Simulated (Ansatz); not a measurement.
Reading a saddle point

A first-order saddle point of Si2NH7, closed shell, PBE0-D4/def2-TZVP, with one imaginary mode of 1586i cm⁻¹:

```xyz
10
angstrom
Si -0.9851 -0.2302 0.1246
Si 1.0919 -1.0856 0.8193
H -1.7606 0.2920 -1.1967
N -0.7135 1.1753 -1.1164
H -1.4831 0.5788 1.2813
H 0.9114 -2.1013 1.8942
H 1.7846 -1.7452 -0.3234
H 1.9927 -0.0089 1.3283
H -0.6718 2.1582 -0.8712
H -0.1665 0.9670 -1.9398
```

Ansatz 0.2.0; basis: def2-TZVPP and def2-QZVPP; cores frozen in the correlated methods. Extrapolation: Hartree–Fock as exp(−7.88 √X), correlation as X^−2.97.

**Question.** Which contacts change along the imaginary mode, and what lies on either side? (Judge from chemistry; the calculation decides.)

**Answer.** The calculation gives: The step is Si₂H₄ ([SiH][SiH3]) + NH₃ → Si₂NH₇ ([NH2][SiH2][SiH3]), with the molecules in contact on both sides. Shortening one way: Si1–H3, Si1–N4; lengthening the same way: H3–N4.
```
  pair  one side (Å)  saddle (Å)  other side (Å)
Si1–H3          2.56        1.62            1.49
Si1–N4          2.04        1.89            1.73
 H3–N4          1.01        1.37            2.60
```

**Question.** Which side is lower, and how far does the saddle lie above each? (An estimate is asked for; the value comes from the calculation.)

**Answer.** Computed: The side with Si1–H3, Si1–N4 short is lower by 32.88 kcal/mol; the saddle lies 71.64 kcal/mol above it and 38.76 kcal/mol above the other (CCSD(T) at an estimated basis limit (MP2 extrapolated from triple and quadruple zeta, plus CCSD(T) − MP2 in triple zeta); electronic energies).

No T1 diagnostic of these runs exceeds 0.015. The restricted Hartree–Fock reference is unstable towards an unrestricted one at one or more of these structures.

Losses and insertions of silylenes and their heavier kin drive the gas-phase chemistry of silicon and germanium vapour deposition.

Labels in which every atom is bracketed show which atoms are joined, not bond orders.

For scale, one of the runs: CCSD(T)/def2-TZVPP, 213 basis functions, launched by `ansatz run in.yaml --threads 2 --pin off --events-out ev --progress --plain --max-ram 4352MiB`. The run took 64 s on 2 CPU threads of an Arm Neoverse V1 (shared host), with 2.8 GiB of host memory at its peak.
